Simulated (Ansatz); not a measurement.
**SiN2H (quartet): from Hartree-Fock to the top rungs, def2-QZVPP**

The task here is to estimate one member of a computed series from the others.

Program: Ansatz 0.2.0, Gaussian basis. Level of theory: def2-QZVPP, core rule «outside noble gas», up to 7 orbitals frozen. These are calculated values, not measurements.

To be run: UHF; ROHF; CCSD(T) on UHF.

3 further runs of the same task are left out: 1 that didn't finish, 2 set aside as unsound or not needed. Runs told in other sessions of the task aren't counted.

**The system**

The geometry is a PBE0/def2-TZVP stationary point (not a proven minimum).

4 atoms, charge 0, spin multiplicity 4.

Atoms are counted from 1 here; the program's logs count them from 0.

Bond lengths: N1–Si2 1.595 Å, N1–H4 1.005 Å, Si2–N3 1.809 Å. Angles: Si2–N1–H4 144.7°, N1–Si2–N3 105.3°.

The first run:

File in.yaml:

```yaml
crystal:
  periodic: [false, false, false]
  atoms:
    - {symbol: N, position_ang: [0.000000, -0.484969, 1.254083]}
    - {symbol: Si, position_ang: [0.000000, 0.524235, 0.018749]}
    - {symbol: N, position_ang: [0.000000, -0.526367, -1.454098]}
    - {symbol: H, position_ang: [0.000000, -0.553520, 2.257049]}
basis:
  gaussian: {orbitals: "def2-QZVPP.json"}
magnetization: {spin_polarized: true, initial_magnetization: 3}
hamiltonian: {xc: hf}
output: {orbitals: {seedname: orbitals}}
```

The run is started by

```console
$ ansatz run in.yaml --threads 1 --pin off --events-out ev --progress --plain --max-ram 2393MiB
```

Steps of the session up to this table: UHF; ROHF; CCSD(T) on UHF.

One table of the session follows, with a row left open; its other results are not shown here.

```
  method  from UCCSD(T) (kcal/mol)
    ROHF                         ?
     UHF                   +313.61
    UMP2                    +41.24
   UCCSD                    +15.74
UCCSD(T)                         0
```

Q: Estimate the row for ROHF from the others.

As computed: from UCCSD(T) (kcal/mol): +325.62. In the column «from UCCSD(T) (kcal/mol)» it is the highest.
